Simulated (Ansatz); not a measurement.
The input, for Ansatz 0.2.0:

```yaml
crystal:
  periodic: [false, false, false]
  atoms:
    - {symbol: Ge, position_ang: [0.000000, -0.027147, 0.000000]}
    - {symbol: H, position_ang: [0.000000, 0.978220, -1.773719]}
    - {symbol: H, position_ang: [0.000000, 0.978220, 1.773719]}
basis:
  gaussian: {orbitals: aug-cc-pVDZ, fitting: {mean_field: def2-universal-jkfit}}
total_charge: 1
magnetization: {spin_polarized: false, initial_magnetization: 1}
hamiltonian: {xc: {name: B3LYP}}
correlation: {method: ccsd, electrons: outside_noble_gas}
accuracy: high
output: {forces: true}
```

```sh
$ ansatz run in.yaml --threads 1 --pin off --events-out ev --progress --plain --max-ram 2393MiB
```

Log:

```
302 factors; integrals over basis functions are off by at most 5.7e-1 eV
mean field evaluation 1: about -56538.8058 eV, gradient 6.4e0 eV
mean field evaluation 2: about -56538.8060 eV, gradient 6.4e0 eV
mean field evaluation 4: about -56539.0688 eV, gradient 1.5e0 eV
mean field evaluation 8: about -56539.0816 eV, gradient 4.7e-3 eV
mean field evaluation 16: about -56539.0816 eV, gradient 2.1e-7 eV
mean field -56539.08158255 eV, -2077.7729245929 hartree, gradient 1.4e-8 eV, S^2 0.750000; 0 other end points of the search recorded, 0 dependent functions left out
mean field evaluation 32: about -56492.9643 eV, gradient 1.5e0 eV
14 core orbitals not correlated: weight in the atoms' cores, before any rotation towards them, 1.000 or more for the frozen orbitals, at most 0.000 for the correlated occupied ones
reference -56492.19194493 eV, -2076.0497621931 hartree; 3, 2 occupied and 37, 38 virtual orbitals, 302 factors
second order -2.18252400 eV of doubles, -0.30469935 eV of singles
cycle   1  -2.93589477 eV  change   -4.4e-1 eV  update   7.1e-2
cycle   2  -3.17111287 eV  change   -2.4e-1 eV  update   3.1e-2
cycle   3  -3.18397233 eV  change   -1.3e-2 eV  update   8.0e-3
cycle   4  -3.18902009 eV  change   -5.0e-3 eV  update   3.7e-3
...
cycle  16  -3.18883272 eV  change   -1.1e-7 eV  update   8.7e-8
cycle  17  -3.18883278 eV  change   -6.2e-8 eV  update   4.9e-8
cycle  18  -3.18883277 eV  change    9.1e-9 eV  update   3.2e-8
cycle  19  -3.18883280 eV  change   -2.4e-8 eV  update   2.5e-8
cycle  20  -3.18883267 eV  change    1.3e-7 eV  update   6.0e-8
cycle  21  -3.18883262 eV  change    4.5e-8 eV  update   2.2e-8
cycle  22  -3.18883261 eV  change    1.0e-8 eV  update   7.0e-9
cycle  23  -3.18883261 eV  change    2.4e-9 eV  update   2.5e-9
cycle  24  -3.18883261 eV  change  -5.5e-11 eV  update   1.0e-9
cycle  25  -3.18883261 eV  change  -2.5e-10 eV  update  4.6e-10
the calculation of the forces begins
Total energy: -56495.38077754 eV, -2076.1669496301 hartree
Atom 0 at     0.000000    -0.027147     0.000000 Å, force     0.000000     2.156441    -0.000000 eV/Å
Atom 1 at     0.000000     0.978220    -1.773719 Å, force    -0.000000    -1.078221     1.979578 eV/Å
Atom 2 at     0.000000     0.978220     1.773719 Å, force     0.000000    -1.078221    -1.979578 eV/Å
Dipole moment:     0.000000     0.045849     0.000000 e Å
```

Forces (eV/Å):
```
Ge   0.000  2.156  0.000
H    0.000 -1.078  1.980
H    0.000 -1.078 -1.980
```

Ran on 1 thread of Intel Xeon, shared host: 23 s wall, 0.18 GiB peak host memory.
